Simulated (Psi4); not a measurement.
# OH (SMILES [OH]) at UTPSS/aug-cc-pVTZ

Aim: the vertical doublet–quartet gap of OH at UTPSS/aug-cc-pVTZ, from 2 runs. 

The calculation is run with Psi4 1.11.

## Step 1: The system as given

OH: 2 atoms, total charge 0, spin state doublet. SMILES: `[OH]`. Geometry: relaxed at PBE0-D4/def2-TZVP.

Bond lengths: O1–H2 0.973 Å.

## Step 2: Energy and forces at UTPSS/aug-cc-pVTZ

calc.py reads:

```python
import psi4

psi4.set_memory(2200000000)
psi4.set_num_threads(1)
psi4.core.set_output_file('psi4.out', False)

geom = psi4.geometry("""
0 2
O      0.415880    -0.133150     0.214550
H     -0.415880     0.133150    -0.214550
symmetry c1
no_reorient
no_com
""")

options = {'reference': 'uks', 'puream': True, 'e_convergence': 1e-09, 'd_convergence': 1e-08, 'scf_type': 'pk', 'dft_radial_points': 99, 'dft_spherical_points': 590, 'maxiter': 100}
psi4.set_options(options)

E, wfn = psi4.gradient("tpss/aug-cc-pVTZ", return_wfn=True)
psi4.oeprop(wfn, "DIPOLE", "MAYER_INDICES", "WIBERG_LOWDIN_INDICES", title="TPSS")
print('gradient / Eh bohr^-1')
print(E.np.round(6))
print(f'energy = {wfn.energy():.10f} Eh')
for k, v in sorted(psi4.core.scalar_variables().items()):
    print(f'{k:45s} {v:18.10f}')
```

Command:

```bash
$ python calc.py
```

psi4.out, shortened:

```text
[...]
  Running in c1 symmetry.
[...]
  Nuclear repulsion =    4.350574239688279
[...]
  Multiplicity = 2
[...]
  Nalpha       = 5
  Nbeta        = 4
[...]
    Number of basis functions: 69
[...]
   @UKS iter   1:   -75.70528938206566   -2.99273e-01   6.29484e-03 DIIS/ADIIS
[...]
   @UKS iter  10:   -75.77273125472925   -5.40012e-13   1.78213e-09 DIIS
[...]
   @S^2 Observed:                7.527102896E-01
[...]
    Orbital Energies [Eh]
    ---------------------
    Alpha Occupied:
       1A    -18.965575     2A     -0.957711     3A     -0.434644
       4A     -0.373416     5A     -0.297331
    Alpha Virtual:
       6A     -0.024448     7A      0.069515     8A      0.085341
       9A      0.093342    10A      0.105325    11A      0.173680
      12A      0.192499    13A      0.196711    14A      0.305703
      15A      0.478166    16A      0.484511    17A      0.492413
      18A      0.575965    19A      0.587761    20A      0.671495
      21A      0.698646    22A      0.721493    23A      0.745153
      24A      0.803889    25A      0.804286    26A      0.822945
[...]
  @UKS Final Energy:   -75.77273125472925
   => Energetics <=
    Nuclear Repulsion Energy =              4.3505742396882789
    One-Electron Energy =                -112.6051426718434811
    Two-Electron Energy =                  41.3749753841319148
    DFT Exchange-Correlation Energy =      -8.8931382067059666
    Empirical Dispersion Energy =           0.0000000000000000
    VV10 Nonlocal Energy =                  0.0000000000000000
    Total Energy =                        -75.7727312547292513
[...]
  -Total Gradient:
     Atom            X                  Y                   Z
    ------   -----------------  -----------------  -----------------
       1       -0.007608171455     0.002435866185    -0.003925010064
       2        0.007608159416    -0.002435862331     0.003925003854
[...]
 Multipole Moments:
 ------------------------------------------------------------------------------------
     Multipole            Electronic (a.u.)      Nuclear  (a.u.)        Total (a.u.)
 ------------------------------------------------------------------------------------
 L = 1.  Multiply by 2.5417464519 to convert [e a0] to [Debye]
 Dipole X            :         -6.0412675            5.5012951           -0.5399724
 Dipole Y            :          1.9341992           -1.7613192            0.1728800
 Dipole Z            :         -3.1166537            2.8380852           -0.2785685
 Magnitude           :                                                    0.6317105
[...]
```

The script printed:

```text
gradient / Eh bohr^-1
[[-0.007608  0.002436 -0.003925]
 [ 0.007608 -0.002436  0.003925]]
energy = -75.7727312547 Eh
CURRENT ENERGY                                    -75.7727312547
CURRENT REFERENCE ENERGY                          -75.7727312547
DD SOLVATION ENERGY                                 0.0000000000
DFT FUNCTIONAL TOTAL ENERGY                       -75.7727312547
DFT TOTAL ENERGY                                  -75.7727312547
DFT VV10 ENERGY                                     0.0000000000
DFT XC ENERGY                                      -8.8931382067
GRID ELECTRONS ALPHA                                5.0000000028
GRID ELECTRONS BETA                                 4.0000000034
GRID ELECTRONS TOTAL                                9.0000000062
NUCLEAR REPULSION ENERGY                            4.3505742397
ONE-ELECTRON ENERGY                              -112.6051426718
PCM POLARIZATION ENERGY                             0.0000000000
PE ENERGY                                           0.0000000000
SCF ITERATION ENERGY                              -75.7727312547
SCF ITERATIONS                                     10.0000000000
SCF TOTAL ENERGY                                  -75.7727312547
TWO-ELECTRON ENERGY                                41.3749753841
XC GRID RADIAL POINTS                              99.0000000000
XC GRID SPHERICAL POINTS                          590.0000000000
XC GRID TOTAL POINTS                           114715.0000000000
```

Run time: 11 s. Hardware: 1 thread of Intel Xeon 6975P-C (Granite Rapids), shared host; peak memory 0.83 GiB.

## Step 3: The quartet

job.json reads:

```json
{
  "schema_name": "qcschema_input",
  "schema_version": 1,
  "molecule": {
    "schema_name": "qcschema_molecule",
    "schema_version": 2,
    "symbols": ["O", "H"],
    "geometry": [0.7858993, -0.25161703, 0.40544074, -0.7858993, 0.25161703, -0.40544074],
    "molecular_charge": 0,
    "molecular_multiplicity": 4,
    "fix_symmetry": "c1",
    "fix_com": true,
    "fix_orientation": true
  },
  "driver": "gradient",
  "model": {
    "method": "tpss",
    "basis": "aug-cc-pVTZ"
  },
  "keywords": {
    "reference": "uks",
    "puream": true,
    "e_convergence": 1e-09,
    "d_convergence": 1e-08,
    "scf_type": "pk",
    "dft_radial_points": 99,
    "dft_spherical_points": 590,
    "maxiter": 100,
    "scf_properties": ["WIBERG_LOWDIN_INDICES", "QUADRUPOLE", "MULLIKEN_CHARGES"]
  }
}
```

Command:

```bash
$ psi4 --qcschema job.json -n 1 --memory 2200MB
```

stdout, shortened:

```text
[...]
  Running in c1 symmetry.
[...]
  Nuclear repulsion =    4.350574249077810
[...]
  Multiplicity = 4
[...]
  Nalpha       = 6
  Nbeta        = 3
[...]
    Number of basis functions: 69
[...]
   @UKS iter   1:   -75.48863079184846   -8.26144e-02   2.28118e-03 DIIS/ADIIS
[...]
   @UKS iter   9:   -75.50021489330562   -1.33156e-11   4.30863e-09 DIIS
[...]
   @S^2 Observed:                3.753362600E+00
[...]
  @UKS Final Energy:   -75.50021489330562
   => Energetics <=
    Nuclear Repulsion Energy =              4.3505742490778099
    One-Electron Energy =                -110.4957471351834215
    Two-Electron Energy =                  39.4100283324750720
    DFT Exchange-Correlation Energy =      -8.7650703396750931
    Empirical Dispersion Energy =           0.0000000000000000
    VV10 Nonlocal Energy =                  0.0000000000000000
    Total Energy =                        -75.5002148933056247
[...]
 Multipole Moments:
 ------------------------------------------------------------------------------------
     Multipole            Electronic (a.u.)      Nuclear  (a.u.)        Total (a.u.)
 ------------------------------------------------------------------------------------
 L = 1.  Multiply by 2.5417464519 to convert [e a0] to [Debye]
 Dipole X            :         -4.4986384            5.5012951            1.0026567
 Dipole Y            :          1.4403042           -1.7613192           -0.3210150
 Dipole Z            :         -2.3208206            2.8380852            0.5172646
 Magnitude           :                                                    1.1730020
 L = 2.  Multiply by 1.3450342976 to convert [e a0^2] to [Debye ang]
 Quadrupole XX       :        -14.6881722            5.5587394           -9.1294328
 Quadrupole XY       :          2.2946509           -1.7797108            0.5149401
[...]
  -Total Gradient:
     Atom            X                  Y                   Z
    ------   -----------------  -----------------  -----------------
       1       -0.134997820346     0.043221505111    -0.069644566650
       2        0.134996925361    -0.043221218569     0.069644104933
[...]
```

The result, in JSON:

```text
{
 "driver": "gradient",
 "model": {
  "method": "tpss",
  "basis": "aug-cc-pVTZ"
 },
 "success": true,
 "return_result": [-0.13499782034563385, 0.0432215051111431, -0.06964456665044189, 0.13499692536062552, -0.043221218568805723, 0.0696441049329667],
 "properties": {
  "calcinfo_nbasis": 69,
  "calcinfo_nmo": 69,
  "calcinfo_nalpha": 6,
  "calcinfo_nbeta": 3,
  "calcinfo_natom": 2,
  "nuclear_repulsion_energy": 4.35057424907781,
  "return_energy": -75.50021489330562,
  "return_gradient": [-0.13499782034563385, 0.0432215051111431, -0.06964456665044189, 0.13499692536062552, -0.043221218568805723, 0.0696441049329667],
  "scf_one_electron_energy": -110.49574713518342,
  "scf_two_electron_energy": 39.41002833247507,
  "scf_xc_energy": -8.765070339675093,
  "scf_dipole_moment": [1.0026566506333152, -0.32101503149582356, 0.517264558447533],
  "scf_total_energy": -75.50021489330562,
  "scf_total_gradient": [-0.13499782034563385, 0.0432215051111431, -0.06964456665044189, 0.13499692536062552, -0.043221218568805723, 0.0696441049329667],
  "scf_iterations": 9
 }
}
```

Wall time 11 s (1 thread of Intel Xeon 6975P-C (Granite Rapids), shared host); peak memory 0.84 GiB.

## Step 4: Summary of results

At UTPSS/aug-cc-pVTZ:

| quantity | value |
| --- | --- |
| doublet: total energy | -75.77273 Eh |
| doublet: dipole moment | 1.61 D |
| doublet: HOMO energy (highest over α and β) | -7.52 eV |
| doublet: LUMO energy (lowest over α and β) | -5.96 eV |
| doublet: ⟨S²⟩ | 0.753 |
| doublet: largest force on an atom | 0.458 eV/Å |
| quartet: total energy | -75.50021 Eh |
| quartet: dipole moment | 2.98 D |
| quartet: HOMO energy (highest over α and β) | -2.69 eV |
| quartet: ⟨S²⟩ | 3.753 |
| quartet: largest force on an atom | 8.121 eV/Å |
| vertical energy of the quartet above the doublet | 7.416 eV |

In words: At this shape the quartet lies 7.42 eV (715 kJ/mol) above the doublet. The largest force (doublet) is 0.46 eV/Å: the shape isn't a stationary point for this species at this level.
